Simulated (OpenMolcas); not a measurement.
**C2HF (fluoroacetylene) at 6 levels**

Aim: a comparison of 6 runs (HF/STO-3G, B3LYP/cc-pVTZ, BHLYP/cc-pVTZ, BLYP/cc-pVTZ, PBE0/cc-pVTZ, TPSS/cc-pVTZ) of C2HF (fluoroacetylene). 

Program for the calculation: OpenMolcas 26.06.

**1. The molecule**

The species is C2HF (4 atoms), meant as a singlet with charge 0. SMILES: `C#CF`. The coordinates come from a PBE0-D4/def2-TZVP relaxation.

Bond lengths: C1–C2 1.192 Å, C2–F3 1.270 Å, C1–H4 1.063 Å. Angles: C1–C2–F3 180.0°, C2–C1–H4 180.0°.

**2. Energy and forces at HF/STO-3G (run 1)**

The input, mol.inp:

```
>>> EXPORT MOLCAS_PRINT=2
&GATEWAY
BasLib=$CurrDir
Coord
4
angstrom
C       -0.361030       0.453110      -0.290220
C        0.303270      -0.380840       0.243810
F        1.010600      -1.269010       0.812300
H       -0.952830       1.196740      -0.765890
Basis=STO-3G
Group=NoSym
&SEWARD
&SCF
Thresholds=1e-10 1e-07 1e-07 1e-05
PrOrbitals=1 2
&ALASKA
```

The basis set STO-3G is read from a file made from the Basis Set Exchange's data (not shown).

Run with:

```bash
$ export MOLCAS_MEM=1860
$ pymolcas mol.inp > mol.log
```

The log of the run:

```text
--- Start Module: gateway ---
[...]
--- Stop Module: gateway /rc=_RC_ALL_IS_WELL_ ---
[...]
      Basis functions           16
[...]
--- Start Module: scf ---
[...]
       Convergence after  11 Iterations
[...]
::    Total SCF energy                               -173.3024976203
[...]
      Total spin, S                                     0.0000000000
[...]
      Total electronic charge=   22.000000
      Total            charge=   -0.000000
[...]
      Dipole Moment (debye):
      Origin of the operator (angstrom)=    0.3987   -0.5007    0.3205
                   X= -2.7160E-01               Y=  3.4147E-01               Z= -2.1824E-01           Total=  4.8785E-01
      Quadrupole Moment (debye*angstrom):
[...]
--- Stop Module: scf /rc=_RC_ALL_IS_WELL_ ---
--- Start Module: alaska ---
[...]
 *              Molecular gradients               *
 **************************************************
  Irreducible representation: a
 ------------------------------------------------------------------------------------------
                              X                       Y                       Z
 ------------------------------------------------------------------------------------------
  C1               -3.96290464017204E-02    4.97060108485794E-02   -3.18636039518330E-02
  C2                7.76854652051000E-02   -9.75223135472731E-02    6.24532809364515E-02
  F3               -3.77033377034470E-02    4.73472837396720E-02   -3.03066828040164E-02
  H4               -3.53081099921271E-04    4.69018959016854E-04   -2.82994180602181E-04
 ------------------------------------------------------------------------------------------
--- Stop Module: alaska /rc=_RC_ALL_IS_WELL_ ---
[...]
```

Wall time 1 s (1 thread of AMD EPYC 9R45 (Zen 5), shared host); peak memory 0.37 GiB.

**3. Energy and forces at B3LYP/cc-pVTZ (run 2)**

The input, test.inp:

```
>>> EXPORT MOLCAS_PRINT=2
&gateway
baslib = $CurrDir
coord
4
angstrom
C       -0.361030       0.453110      -0.290220
C        0.303270      -0.380840       0.243810
F        1.010600      -1.269010       0.812300
H       -0.952830       1.196740      -0.765890
basis = cc-pVTZ
group = NoSym
&seward
gridinput
Grid=UltraFine
End of Grid
&scf
ksdft = B3LYP
thresholds = 1e-10 1e-07 1e-07 1e-05
prorbitals = 1 1
&alaska
```

The basis set cc-pVTZ is read from a file made from the Basis Set Exchange's data (not shown).

Run with:

```bash
$ export MOLCAS_MEM=1860
$ pymolcas test.inp > test.log
```

The log of the run:

```text
--- Start Module: gateway ---
[...]
--- Stop Module: gateway /rc=_RC_ALL_IS_WELL_ ---
[...]
      Basis functions          104
[...]
--- Start Module: scf ---
[...]
       Convergence after  15 Iterations
[...]
::    Total KS-DFT energy                            -176.6142345000
[...]
      Total spin, S                                     0.0000000000
[...]
      Total electronic charge=   22.000000
      Total            charge=   -0.000000
[...]
      Dipole Moment (debye):
      Origin of the operator (angstrom)=    0.3987   -0.5007    0.3205
                   X= -2.9429E-01               Y=  3.7015E-01               Z= -2.3651E-01           Total=  5.2873E-01
      Quadrupole Moment (debye*angstrom):
[...]
--- Stop Module: scf /rc=_RC_ALL_IS_WELL_ ---
[...]
--- Start Module: alaska ---
[...]
 *              Molecular gradients               *
 **************************************************
  Irreducible representation: a
 ------------------------------------------------------------------------------------------
                              X                       Y                       Z
 ------------------------------------------------------------------------------------------
  C1                5.76634997588421E-04   -7.47916030039875E-04    4.59894562389707E-04
  C2                5.56536609290964E-03   -6.98196436537879E-03    4.47981610545811E-03
  F3               -4.74764382139448E-03    5.96433503731930E-03   -3.81898422745586E-03
  H4               -1.39435726911641E-03    1.76554535805717E-03   -1.12072644037586E-03
 ------------------------------------------------------------------------------------------
--- Stop Module: alaska /rc=_RC_ALL_IS_WELL_ ---
[...]
```

Run time: 16 s. Hardware: 1 thread of AMD EPYC 9R45 (Zen 5), shared host; peak memory 0.59 GiB.

Runs 3 to 5 aren't shown in full; the table further down has their settings and results.

**4. Energy and gradient at TPSS/cc-pVTZ (run 6)**

The input, geom.xyz:

```xyz
4

C     -0.361030     0.453110    -0.290220
C      0.303270    -0.380840     0.243810
F      1.010600    -1.269010     0.812300
H     -0.952830     1.196740    -0.765890
```

The input, calc.inp:

```
&GATEWAY
 BasLib
 $CurrDir
 Coord
 geom.xyz
 Basis
 cc-pVTZ
 Group
 NoSym

&SEWARD
 GridInput
 Grid=UltraFine
 End of Grid

&SCF
 KSDFT
 2
 1.0 MGGA_X_TPSS
 1.0 MGGA_C_TPSS
 Thresholds
 1e-10 1e-07 1e-07 1e-05
 PrOrbitals
 1

&ALASKA
```

The basis set cc-pVTZ is read from a file made from the Basis Set Exchange's data (not shown).

Run with:

```bash
$ export MOLCAS_MEM=1860
$ pymolcas calc.inp > calc.log
```

The log of the run:

```text
--- Start Module: gateway ---
[...]
--- Stop Module: gateway /rc=_RC_ALL_IS_WELL_ ---
[...]
      Basis functions          104
[...]
--- Start Module: scf ---
[...]
       Convergence after  15 Iterations
[...]
::    Total KS-DFT energy                            -176.6312720912
[...]
      Total spin, S                                     0.0000000000
[...]
      Total electronic charge=   22.000000
      Total            charge=   -0.000000
[...]
      Dipole Moment (debye):
      Origin of the operator (angstrom)=    0.3987   -0.5007    0.3205
                   X= -2.3485E-01               Y=  2.9551E-01               Z= -1.8874E-01           Total=  4.2203E-01
      Quadrupole Moment (debye*angstrom):
[...]
--- Stop Module: scf /rc=_RC_ALL_IS_WELL_ ---
[...]
--- Start Module: alaska ---
[...]
 *              Molecular gradients               *
 **************************************************
  Irreducible representation: a
 ------------------------------------------------------------------------------------------
                              X                       Y                       Z
 ------------------------------------------------------------------------------------------
  C1                7.95928220481024E-03   -1.00100668136633E-02    6.39580439243570E-03
  C2                6.79169984994121E-04   -8.52633882374720E-04    5.50359650196564E-04
  F3               -8.71988336190288E-03    1.09532037769640E-02   -7.01131130191790E-03
  H4                8.14311721388794E-05   -9.05030808513452E-05    6.51472592929636E-05
 ------------------------------------------------------------------------------------------
--- Stop Module: alaska /rc=_RC_ALL_IS_WELL_ ---
[...]
```

Wall time 20 s (1 thread of AMD EPYC 9R45 (Zen 5), shared host); peak memory 0.59 GiB.

**5. All runs side by side**

| run | level | integration grid | energy (Eh) | dipole moment (D) | HOMO energy (eV) | LUMO energy (eV) | wall time |
| --- | --- | --- | --- | --- | --- | --- | --- |
| 1 | HF/STO-3G | – | -173.302498 | 0.49 | -9.02 | 11.02 | 1 s |
| 2 | B3LYP/cc-pVTZ | UltraFine | -176.614235 | 0.53 | -8.02 | 1.13 | 16 s |
| 3 | BHLYP/cc-pVTZ | UltraFine | -176.524894 | 0.69 | -9.49 | 2.26 | 14 s |
| 4 | BLYP/cc-pVTZ | UltraFine | -176.583915 | 0.39 | -6.76 | 0.43 | 17 s |
| 5 | PBE0/cc-pVTZ | UltraFine | -176.418470 | 0.52 | -8.27 | 1.50 | 16 s |
| 6 | TPSS/cc-pVTZ | UltraFine | -176.631272 | 0.42 | -6.96 | 0.65 | 20 s |

**6. Results**

```
                       quantity          value
            run 6: total energy  -176.63127 Eh
           run 6: dipole moment         0.42 D
             run 6: HOMO energy       -6.96 eV
             run 6: LUMO energy        0.65 eV
           run 6: HOMO–LUMO gap        7.61 eV
run 6: largest force on an atom     0.805 eV/Å
```

What this shows: The dipole moment (its size) runs from 0.39 D (BLYP/cc-pVTZ) to 0.69 D (BHLYP/cc-pVTZ). The HOMO–LUMO gap runs from 7.19 eV (BLYP/cc-pVTZ) to 20.04 eV (HF/STO-3G). The two ends differ in method and basis. Totals of different functionals can't be ranked against each other. In run 1 the basis is minimal, so the values are rough. All runs together took 84 s, the longest 20 s.
